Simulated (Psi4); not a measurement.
# [HF2]− (SMILES F[H-]F) at 3 levels

Aim: a comparison of 3 runs (MP2/6-311G**, UBCCD/cc-pCVDZ) of [HF2]−. The job is set up through a Python script.

The results are computed with Psi4 1.11.

**1. The structure to begin with**

[HF2]−: 3 atoms, total charge -1, spin state singlet. As SMILES, `F[H-]F`. Geometry: relaxed at PBE0-D4/def2-TZVPD.

A long bond or contact: F1–H2 1.143 Å.

**2. A single-point energy at MP2/6-311G(d,p) (run 1)**

The input, f2h.xyz:

```xyz
3
F2H
F     -0.973200     0.344400    -0.491000
H      0.000000     0.000000     0.000000
F      0.973200    -0.344400     0.491000
```

The input, f2h.py:

```python
import psi4

psi4.set_memory('1600 MB')
psi4.set_num_threads(1)
psi4.set_output_file('f2h.out', False)

with open('f2h.xyz') as f:
    atoms = ''.join(f.readlines()[2:])
m = psi4.geometry('-1 1\n' + atoms + 'symmetry c1\nno_reorient\nno_com')

psi4.set_options({
    'basis': '6-311G**',
    'reference': 'rhf',
    'puream': True,
    'e_convergence': 1e-09,
    'd_convergence': 1e-08,
    'scf_type': 'pk',
    'num_frozen_docc': 2,
    'mp2_type': 'conv',
})

E = psi4.energy("mp2")
print('E =', round(E, 9))
```

Started as:

```console
$ python f2h.py
```

f2h.out:

```text
[...]
  Running in c1 symmetry.
[...]
  Nuclear repulsion =   27.080125616906727
[...]
  Multiplicity = 1
[...]
  Nalpha       = 10
  Nbeta        = 10
[...]
    Number of basis functions: 42
[...]
   @RHF iter   1:  -199.44629593846332   -8.50254e-01   1.27550e-02 DIIS/ADIIS
[...]
   @RHF iter   9:  -199.53111235642024   -5.68434e-14   5.02754e-10 DIIS
[...]
    Orbital Energies [Eh]
    ---------------------
    Doubly Occupied:
       1A    -25.898416     2A    -25.898392     3A     -1.218901
       4A     -1.171940     5A     -0.432453     6A     -0.294932
       7A     -0.294932     8A     -0.271202     9A     -0.271202
      10A     -0.243844
[...]
  @RHF Final Energy:  -199.53111235642024
   => Energetics <=
    Nuclear Repulsion Energy =             27.0801256169067273
    One-Electron Energy =                -341.2300507592113377
    Two-Electron Energy =                 114.6188127858843728
    Total Energy =                       -199.5311123564202376
[...]
 Multipole Moments:
 ------------------------------------------------------------------------------------
     Multipole            Electronic (a.u.)      Nuclear  (a.u.)        Total (a.u.)
 ------------------------------------------------------------------------------------
 L = 1.  Multiply by 2.5417464519 to convert [e a0] to [Debye]
 Dipole X            :         -0.0000000            0.0000000           -0.0000000
 Dipole Y            :          0.0000000            0.0000000            0.0000000
 Dipole Z            :         -0.0000000            0.0000000           -0.0000000
 Magnitude           :                                                    0.0000000
[...]
	SCS-MP2 Total Energy (a.u.)        :  -199.95724853816699
	SOS-MP2 Total Energy (a.u.)        :  -199.91720383270064
	SCSN-MP2 Total Energy (a.u.)       :  -199.74254840128265
[...]
	SOS-PI-MP2 Total Energy (a.u.)     :  -199.98155241208070
[...]
	MP2 Total Energy (a.u.)            :  -199.97298936971967
[...]
```

Standard output:

```text
E = -199.97298937
```

It took 1.6 s on 1 thread of INTEL XEON PLATINUM 8581C at 2.10GHz (Emerald Rapids), shared host; peak memory 0.2 GiB.

**3. The energy at UBCCD/cc-pCVDZ (run 2)**

The input, f2h.py:

```python
import psi4

psi4.set_memory(1600000000)
psi4.set_num_threads(1)
psi4.set_output_file('output.dat', False)

molecule = psi4.geometry("""
-1 1
F     -0.973200     0.344400    -0.491000
H      0.000000     0.000000     0.000000
F      0.973200    -0.344400     0.491000
symmetry c1
""")

psi4.set_options({
    'basis': 'cc-pCVDZ',
    'reference': 'uhf',
    'scf_type': 'pk',
    'freeze_core': True,
})

energy_value, wavefunction = psi4.energy("bccd", return_wfn=True)
print(f'bccd energy: {energy_value:.10f} Eh')
for k, v in sorted(psi4.core.scalar_variables().items()):
    print(f'{k:45s} {v:18.10f}')
```

Started as:

```console
$ python f2h.py
```

output.dat:

```text
[...]
  Running in c1 symmetry.
[...]
  Nuclear repulsion =   27.080125616906713
[...]
  Multiplicity = 1
[...]
  Nalpha       = 10
  Nbeta        = 10
[...]
    Number of basis functions: 41
[...]
   @UHF iter   1:  -199.39597026562413   -8.37651e-01   1.26033e-02 DIIS/ADIIS
[...]
   @UHF iter   9:  -199.47476459312105   -2.27374e-13   1.30706e-09 DIIS
[...]
   @S^2 Observed:                3.552713679E-14
[...]
    Orbital Energies [Eh]
    ---------------------
    Alpha Occupied:
       1A    -25.897456     2A    -25.897444     3A     -1.209470
       4A     -1.162918     5A     -0.419056     6A     -0.280700
       7A     -0.280700     8A     -0.257567     9A     -0.257567
      10A     -0.228208
    Alpha Virtual:
      11A      0.588564    12A      1.104064    13A      1.637803
      14A      1.637803    15A      1.760658    16A      1.829786
      17A      1.831868    18A      1.831868    19A      2.025764
      20A      2.025764    21A      2.199745    22A      2.786174
      23A      2.847008    24A      4.341306    25A      4.341306
[...]
  @UHF Final Energy:  -199.47476459312105
   => Energetics <=
    Nuclear Repulsion Energy =             27.0801256169067130
    One-Electron Energy =                -341.3276097567489273
    Two-Electron Energy =                 114.7727195467211203
    Total Energy =                       -199.4747645931210513
  UHF NO Occupations:
  HONO-2 :    8  A 2.0000000
  HONO-1 :    9  A 2.0000000
[...]
 Multipole Moments:
 ------------------------------------------------------------------------------------
     Multipole            Electronic (a.u.)      Nuclear  (a.u.)        Total (a.u.)
 ------------------------------------------------------------------------------------
 L = 1.  Multiply by 2.5417464519 to convert [e a0] to [Debye]
 Dipole X            :         -0.0000000            0.0000000           -0.0000000
 Dipole Y            :         -0.0000000            0.0000000           -0.0000000
 Dipole Z            :         -0.0000000            0.0000000           -0.0000000
 Magnitude           :                                                    0.0000000
[...]
      * MP2 total energy                      = -199.884627109095646
[...]
      * CCSD total energy                     = -199.889660271951300
[...]
      * MP2 total energy                      = -199.887591535023148
[...]
      * CCSD total energy                     = -199.889409100172628
[...]
      * MP2 total energy                      = -199.887619273840386
[...]
      * CCSD total energy                     = -199.889404018561095
[...]
```

On the terminal:

```text
bccd energy: -199.8894040186 Eh
BCCD CORRELATION ENERGY                            -0.4146394254
BCCD TOTAL ENERGY                                -199.8894040186
BRUECKNER CONVERGED                                 1.0000000000
CC D1 DIAGNOSTIC                                    0.0000000000
CC D2 DIAGNOSTIC                                    0.0000000000
CC NEW D1 DIAGNOSTIC                                0.0000000000
CC T1 DIAGNOSTIC                                    0.0000282036
CCSD CORRELATION ENERGY                            -0.4148956788
CCSD DOUBLES ENERGY                                -0.4148956788
CCSD ITERATIONS                                    12.0000000000
CCSD OPPOSITE-SPIN CORRELATION ENERGY              -0.3151798378
CCSD SAME-SPIN CORRELATION ENERGY                  -0.0997158411
CCSD SINGLES ENERGY                                -0.0000000000
CCSD TOTAL ENERGY                                -199.8896602720
CURRENT CORRELATION ENERGY                         -0.4146394254
CURRENT ENERGY                                   -199.8894040186
CURRENT REFERENCE ENERGY                         -199.4747645931
DD SOLVATION ENERGY                                 0.0000000000
HF KINETIC ENERGY                                 199.6496019591
HF POTENTIAL ENERGY                              -399.1243665523
HF TOTAL ENERGY                                  -199.4747645931
HF VIRIAL RATIO                                     1.9991242789
MP2 CORRELATION ENERGY                             -0.4098625160
MP2 DOUBLES ENERGY                                 -0.4098625160
MP2 OPPOSITE-SPIN CORRELATION ENERGY               -0.2975390663
MP2 SAME-SPIN CORRELATION ENERGY                   -0.1123234497
MP2 SINGLES ENERGY                                 -0.0000000000
MP2 TOTAL ENERGY                                 -199.8846271091
NUCLEAR REPULSION ENERGY                           27.0801256169
ONE-ELECTRON ENERGY                              -341.3276097567
PCM POLARIZATION ENERGY                             0.0000000000
PE ENERGY                                           0.0000000000
SCF ITERATION ENERGY                             -199.4747645931
SCF ITERATIONS                                      9.0000000000
SCF TOTAL ENERGY                                 -199.4747645931
TWO-ELECTRON ENERGY                               114.7727195467
```

Wall time 12 s (1 thread of INTEL XEON PLATINUM 8581C at 2.10GHz (Emerald Rapids), shared host); peak memory 0.23 GiB.

**4. A single-point energy at UBCCD/cc-pCVDZ (DKH2) (run 3)**

f2h.xyz is that of step 2.

The input, job.py:

```python
import psi4

psi4.set_memory('1600 MB')
psi4.set_num_threads(1)
psi4.core.set_output_file('output.dat', False)

with open('f2h.xyz') as f:
    atoms = ''.join(f.readlines()[2:])
molecule = psi4.geometry('-1 1\n' + atoms + 'symmetry c1')

psi4.set_options({
    'basis': 'cc-pCVDZ',
    'reference': 'uhf',
    'scf_type': 'pk',
    'freeze_core': True,
    'relativistic': 'dkh',
    'dkh_order': 2,
})

result, w = psi4.energy('bccd', molecule=molecule, return_wfn=True)
print(f'bccd energy: {result:.10f} Eh')
for k, v in sorted(psi4.core.scalar_variables().items()):
    print(f'{k:45s} {v:18.10f}')
```

Started as:

```console
$ python job.py
```

output.dat:

```text
[...]
  Running in c1 symmetry.
[...]
  Nuclear repulsion =   27.080125616906713
[...]
  Multiplicity = 1
[...]
  Nalpha       = 10
  Nbeta        = 10
[...]
    Number of basis functions: 41
[...]
   @UHF iter   1:  -199.55491543517019   -8.38514e-01   1.27417e-02 ADIIS/DIIS
[...]
   @UHF iter   9:  -199.63534996694398   -1.42109e-13   1.32551e-09 DIIS
[...]
   @S^2 Observed:                1.953992523E-14
[...]
    Orbital Energies [Eh]
    ---------------------
    Alpha Occupied:
       1A    -25.918610     2A    -25.918605     3A     -1.212186
       4A     -1.165943     5A     -0.418717     6A     -0.280215
       7A     -0.280215     8A     -0.257084     9A     -0.257084
      10A     -0.227621
    Alpha Virtual:
      11A      0.588177    12A      1.103986    13A      1.637651
      14A      1.637651    15A      1.760139    16A      1.829053
      17A      1.831545    18A      1.831545    19A      2.025742
      20A      2.025742    21A      2.196926    22A      2.785882
      23A      2.844195    24A      4.341336    25A      4.341336
[...]
  @UHF Final Energy:  -199.63534996694398
   => Energetics <=
    Nuclear Repulsion Energy =             27.0801256169067130
    One-Electron Energy =                -341.5583928898771546
    Two-Electron Energy =                 114.8429173060264930
    Total Energy =                       -199.6353499669439771
  UHF NO Occupations:
  HONO-2 :    8  A 2.0000000
  HONO-1 :    9  A 2.0000000
[...]
 Multipole Moments:
 ------------------------------------------------------------------------------------
     Multipole            Electronic (a.u.)      Nuclear  (a.u.)        Total (a.u.)
 ------------------------------------------------------------------------------------
 L = 1.  Multiply by 2.5417464519 to convert [e a0] to [Debye]
 Dipole X            :          0.0000000            0.0000000            0.0000000
 Dipole Y            :         -0.0000000            0.0000000           -0.0000000
 Dipole Z            :          0.0000000            0.0000000            0.0000000
 Magnitude           :                                                    0.0000000
[...]
      * MP2 total energy                      = -200.045514931870883
[...]
      * CCSD total energy                     = -200.050504244094611
[...]
      * MP2 total energy                      = -200.048488615124256
[...]
      * CCSD total energy                     = -200.050251952393126
[...]
      * MP2 total energy                      = -200.048516651613085
[...]
      * CCSD total energy                     = -200.050246825532639
[...]
```

The script printed:

```text
bccd energy: -200.0502468255 Eh
BCCD CORRELATION ENERGY                            -0.4148968586
BCCD TOTAL ENERGY                                -200.0502468255
BRUECKNER CONVERGED                                 1.0000000000
CC D1 DIAGNOSTIC                                    0.0000000000
CC D2 DIAGNOSTIC                                    0.0000000000
CC NEW D1 DIAGNOSTIC                                0.0000000000
CC T1 DIAGNOSTIC                                    0.0000283775
CCSD CORRELATION ENERGY                            -0.4151542772
CCSD DOUBLES ENERGY                                -0.4151542772
CCSD ITERATIONS                                    12.0000000000
CCSD OPPOSITE-SPIN CORRELATION ENERGY              -0.3153486042
CCSD SAME-SPIN CORRELATION ENERGY                  -0.0998056729
CCSD SINGLES ENERGY                                -0.0000000000
CCSD TOTAL ENERGY                                -200.0505042441
CURRENT CORRELATION ENERGY                         -0.4148968586
CURRENT ENERGY                                   -200.0502468255
CURRENT REFERENCE ENERGY                         -199.6353499669
DD SOLVATION ENERGY                                 0.0000000000
HF KINETIC ENERGY                                 200.6512522986
HF POTENTIAL ENERGY                              -400.2866022655
HF TOTAL ENERGY                                  -199.6353499669
HF VIRIAL RATIO                                     1.9949369749
MP2 CORRELATION ENERGY                             -0.4101649649
MP2 DOUBLES ENERGY                                 -0.4101649649
MP2 OPPOSITE-SPIN CORRELATION ENERGY               -0.2977278498
MP2 SAME-SPIN CORRELATION ENERGY                   -0.1124371152
MP2 SINGLES ENERGY                                 -0.0000000000
MP2 TOTAL ENERGY                                 -200.0455149319
NUCLEAR REPULSION ENERGY                           27.0801256169
ONE-ELECTRON ENERGY                              -341.5583928899
PCM POLARIZATION ENERGY                             0.0000000000
PE ENERGY                                           0.0000000000
SCF ITERATION ENERGY                             -199.6353499669
SCF ITERATIONS                                      9.0000000000
SCF TOTAL ENERGY                                 -199.6353499669
TWO-ELECTRON ENERGY                               114.8429173060
```

It took 12 s on 1 thread of INTEL XEON PLATINUM 8581C at 2.10GHz (Emerald Rapids), shared host; peak memory 0.22 GiB.

**5. All runs side by side**

| run | level | SCF convergence threshold | density convergence threshold | energy (Eh) | HOMO energy (eV) | LUMO energy (eV) | HOMO–LUMO gap (eV) | wall time |
| --- | --- | --- | --- | --- | --- | --- | --- | --- |
| 1 | MP2/6-311G** | 1e-09 | 1e-08 | -199.972989 | -6.64 | 13.72 | 20.36 | 1.6 s |
| 2 | UBCCD/cc-pCVDZ | – | – | -199.889404 | -6.21 | 16.02 | 22.23 | 12 s |
| 3 | UBCCD/cc-pCVDZ (DKH2) | – | – | -200.050247 | -6.19 | 16.01 | 22.20 | 12 s |

**6. Summary of results**

| quantity | value |
| --- | --- |
| run 3: total energy | -200.05025 Eh |
| run 3: HOMO energy (Hartree–Fock orbitals) | -6.19 eV |
| run 3: LUMO energy (Hartree–Fock orbitals) | 16.01 eV |
| run 3: HOMO–LUMO gap (to an unbound level, set by the basis) | 22.20 eV |
| run 3: correlation energy (2 core orbitals frozen) | -414.9 mEh |

All runs together took 26 s, the longest 12 s.
